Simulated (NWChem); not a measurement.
Molecule: C₂H₃F; SMILES C=CF

All runs: NWChem. All runs use the structure optimised with PBE0/def2-SVP. Field at 589 nm.

Q: What does the run give for B3LYP/def2-TZVPD? Quantities: isotropic polarisability (bohr³); anisotropy (bohr³).

A: The isotropic polarisability (bohr³) is 29.4 and the anisotropy (bohr³) is 13.5.
